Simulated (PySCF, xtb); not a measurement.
methane (CH4), SMILES C.

Harmonic wavenumbers (cm⁻¹) from GFN2-xTB (xtb) at its own minimum, in rising order: 1385, 1386, 1386, 1557, 1558, 3090, 3103, 3104, 3104.

Task: What does PBE0-D3(BJ)/def2-TZVPD (PySCF 2.14.0) give at its own minimum? (Estimate from the structure and the level; the computed values follow.)

Result: 1325, 1325, 1325, 1551, 1551, 3046, 3167, 3167, 3167. Paired by order, the mean absolute difference is 48 cm⁻¹ and the zero-point energies are 28.1 and 28.1 kcal/mol.
